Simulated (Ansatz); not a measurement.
**How far each method lies from UCCSDT(Q) for [NH2···H···OH], doublet**

Geometry: a point of a hydrogen-transfer path between rigid fragments, not a stationary point.

```xyz
6

N    -1.3007    0.0111   -0.0261
H    -1.5979    0.9789   -0.0261
H    -1.5979   -0.3912    0.8542
H     0.2413    0.0111   -0.0261
O     1.2313    0.0111   -0.0261
H     1.4832   -0.9289   -0.0261
```

Basis cc-pVDZ; Ansatz 0.2.0. Only valence electrons are correlated (noble-gas cores frozen), which leaves 15 electrons in 46 orbitals. Prefix R: restricted or restricted open-shell reference; prefix U: unrestricted. Active spaces: pair = (3e, 3o) about the gap.

Full CI isn't at hand for all of this; UCCSDT(Q) serves as the reference, and is uncertain by about the last step of the cluster series. The frozen core follows each run's orbitals, which can shift R against U totals by a few meV.

For open shells CISD is restricted-active-space CI with the open shells as a complete middle space.

```
UHF ⟨S²⟩                          : 0.759
T1 diagnostic (RCCSD)             : 0.0159
largest doubles amplitude (RCCSD) : 0.042
T1 diagnostic (UCCSD)             : 0.0118
```

| level | E − E(RHF) (eV) |
| --- | --- |
| UHF | -0.1233 |
| RMP2 | -9.7303 |
| UMP2 | -9.7270 |
| RCCSD | -10.4756 |
| UCCSD | -10.4774 |
| RCCSD(T) | -10.6581 |
| UCCSD(T) | -10.6586 |

**Question.** Estimate how far UCCSDT(Q) in cc-pVDZ lies from RCCSD(T). The table doesn't fix it; the size of (T) and the diagnostics are the guide.

**Answer.** UCCSDT(Q) in cc-pVDZ lies 3.5 kJ/mol below RCCSD(T), which is 20 % of the (T) step (-17.6 kJ/mol). The diagnostics are small and one determinant leads, so the series closes fast and only a small part of (T) is left.

The other levels:

| level | E − E(UCCSDT(Q)) (kJ/mol) | share of correlation (%) | wall time |
| --- | --- | --- | --- |
| CISD | 103.0 | 90.02 | 7.5 s |
| BCCD(T) | 3.5 | 99.66 | 2.8 s |
| RCCSDT | 2.1 | 99.80 | – |
| UCCSDT | 2.0 | 99.80 | – |
| RCCSDT(Q) | 0.1 | 99.99 | 5.5 s (H100) |
| CASSCF (pair space) | 975.3 | 5.48 | – |
| NEVPT2 (pair space) | 91.9 | 91.09 | 1 s |
| MRCISD (pair space) | 93.0 | 90.99 | – |
| MRCISD+Q (pair space) | 11.9 | 98.85 | 2 s (H100) |

The correlation energy at UCCSDT(Q), counted from RHF, is -10.695 eV. That run took 7 s on 2 threads of AMD EPYC 7R13 with a shared H100 80 GB, shared host.

Times hold each run's SCF and search for its determinant on a shared host, so for small cases they say little of a method's own cost; rows without a card ran on 1 thread of AMD EPYC 7R13.
